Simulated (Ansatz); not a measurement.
Geometry optimisation, RKS PBE-D4/def2-SVP in Ansatz.

Input:

```yaml
crystal:
  periodic: [false, false, false]
  atoms:
    - { symbol: Al, position_ang: [0.0, 0.0, 0.0] }
    - { symbol: H, position_ang: [1.104, 0.0, 1.3707] }
    - { symbol: F, position_ang: [1.8591, 0.0, 0.3402] }
    - { symbol: "N", position_ang: [-1.6627, 0.0, -0.96] }
    - { symbol: H, position_ang: [-2.3316, -0.8164, -0.8614] }
    - { symbol: H, position_ang: [-1.9118, 0.8164, -1.5886] }
basis:
  gaussian: { orbitals: def2-SVP }
hamiltonian:
  xc: pbe
  dispersion: d4
relax:
  f_tol: 0.15
  max_steps: 25
  restrain:
    - { distance: [1, 2], at: 0.92, k: 30.0 }
    - { distance: [0, 1], at: 2.76, k: 30.0 }
    - { distance: [0, 2], at: 2.89, k: 30.0 }
```

Launched with:

```bash
$ ansatz run input.yaml --threads 1 --pin off --max-ram 2048MiB --backend cpu --events-out ev --progress --plain --runs-dir out
```

Problem. Where does it end, and by what steps?

Solution. The forces met the threshold. The restraints hold the end off the free minimum. The force dipped under the threshold on the way, but the program's further checks kept it going. After 14 steps the energy has fallen by 1.166 eV (the restraints' own energy left out); Al1 moved furthest, 1.34 Å. Parted: Al1–H2, Al1–F3. Joined: H2–F3.

```tsv
step	energy less start (eV)	largest force component (eV/Å)	accepted
0	0.0000	1.588	yes
1	0.2046	2.139	yes
2	0.6888	6.714	yes
3	0.3709	7.636	yes
4	-0.6232	1.916	yes
5	-0.8954	0.534	yes
6	-1.0020	0.345	yes
7	-1.0471	0.329	yes
8	-1.0868	0.295	yes
9	-1.1198	0.348	yes
10	-1.1382	0.537	yes
11	-1.1577	0.359	yes
12	-1.1386	1.260	no
13	-1.1640	0.146	yes
14	-1.1663	0.357	yes
```

```xyz
6
Properties=species:S:1:pos:R:3
Al -0.962 -0.614 0.701
H 1.691 0.034 1.088
F 1.688 0.425 0.240
N -1.639 -0.070 -0.891
H -2.606 -0.199 -1.212
H -1.115 0.424 -1.624
```

Whether the end is a true minimum wasn't checked by a vibrational analysis.

The run took 18 s on 1 thread of Arm Neoverse V2, with other jobs on the host, peak memory 0.12 GiB.
